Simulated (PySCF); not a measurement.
Core-level binding energies of `F[SiH2-]`

Compound: FH2Si (charge -1).
SMILES with atom numbers: `[F:1][SiH2-:2]`

Method used: PySCF 2.14.0, delta-SCF UKS SCAN, pcX-2 on the ionised atom, pcseg-1 elsewhere, spin-free X2C. Binding energies are ΔSCF values: E(core-ionised, relaxed orbitals) − E(ground state) at a fixed geometry, referred to the vacuum level.

Q: What binding energy does each computed site have?

A: 
```csv
atom(s),environment,level,binding energy (eV),2p1/2 (eV),count
F1,silicon-bound fluorine,F 1s,685.32,–,1
Si2,silicon bonded to F and 2 H,Si 2p3/2,100.35,100.98,1
Si2,silicon bonded to F and 2 H,Si 1s,1840.20,–,1
```

Q: Which photon energy gives electrons from Si 1s of Si2 a kinetic energy of 50 eV, and what is their de Broglie wavelength?

A: hν = 1840.20 + 50 = 1890.20 eV, recoil neglected; λ = 12.264 Å/√(E/eV) = 1.73 Å.

Q: Which effective nuclear charge Zeff reproduces each element's mean 1s value in the hydrogen-like formula E = 13.606 eV × Zeff²?

A: F (Z = 9): mean 685.3 eV, Zeff = 7.10, Z − Zeff = 1.90; Si (Z = 14): mean 1840.2 eV, Zeff = 11.63, Z − Zeff = 2.37. Means run over the listed sites, weighted by atom count.

Spin–orbit coupling isn't in the SCF: each 2p doublet comes from a relaxed spin-free hole plus a matrix of the shell (mean-field spin–orbit coupling and the ground-state 2p splitting), with 2p3/2 averaged over its two sublevels. 2p1/2 minus 2p3/2 (ligand field included): Si 0.63 eV. The species carries charge -1, so core ionisation leaves a neutral species. The basis sets have no added diffuse functions. Isolated species at its PBE0-D3(BJ)/def2-SVP geometry, gas phase.

On one thread of an Arm Neoverse V2, shared host, this took 3.1 s.
